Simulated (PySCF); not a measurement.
ethanethiol (C2H6S), SMILES CCS. Geometry: B3LYP-D3(BJ)/def2-TZVP. One conformer was computed; it need not be the lowest.

Level of theory: B3LYP-D3(BJ)/def2-TZVP (PySCF 2.14.0).

Harmonic wavenumbers (cm⁻¹): 208, 258, 331, 651, 740, 879, 985, 1067, 1124, 1283, 1309, 1415, 1480, 1491, 1499, 2664, 3028, 3055, 3084, 3092, 3115. Rotational constants (GHz): 29.02, 5.241, 4.811; symmetry number 1.

Question: Work out the zero-point energy and the ideal-gas rigid-rotor harmonic-oscillator thermochemistry at 298.15 K and 1 atm.

Answer: ZPE = ½ Σ hcν = ½ × 32757 cm⁻¹ = 46.83 kcal/mol. H − E(el) = 50.35 kcal/mol. Entropy in cal/(mol K): translation 38.30, rotation 23.60, vibration 6.12, total 68.02. G − E(el) = 30.07 kcal/mol. Cp = 16.95 cal/(mol K).
